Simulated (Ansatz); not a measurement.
`[AlH3-][OH+][SiH3]`. Total charge 0; spin multiplicity 1.

```xyz
10

Al   -0.1495    0.5861    1.5698
O     0.6282   -0.4518    0.0851
Si   -0.1360   -0.3191   -1.4315
H     1.0317    1.5710    1.9924
H    -0.6095   -0.5402    2.6017
H    -1.2573    1.1492    0.5391
H     1.3827   -1.0394    0.1701
H    -0.0479    1.0749   -1.9018
H    -1.5200   -0.8160   -1.3301
H     0.6777   -1.2147   -2.2949
```

Problem. List the harmonic frequencies (cm⁻¹, unscaled) at PBE0-D4/def2-TZVP in Ansatz. (Estimate.)

Solution. Computed: 45, 131, 146, 248, 388, 471, 490, 686, 694, 775, 783, 801, 810, 939, 957, 962, 1036, 1817, 1880, 1890, 2228, 2290, 2304, 3890.

Problem. Is this a minimum?

Solution. Yes, all 24 modes are real.

Problem. Give the ideal-gas thermochemistry at 298.15 K and 1 bar (rigid rotor, harmonic oscillator; point group Cs, symmetry number 1).

Solution. Zero-point energy 159.5 kJ/mol; H(298) − E = 180.4 kJ/mol; entropy 338.3 J/(mol·K), of which translation 163.2, rotation 104.9, vibration 70.1; G(298) − E = 79.5 kJ/mol. Modes under 100 cm⁻¹ are hindered rotations or soft bends, so the harmonic entropy is rough.

Problem. Rotational constants (cm⁻¹)?

Solution. 0.6356, 0.102, 0.09464.
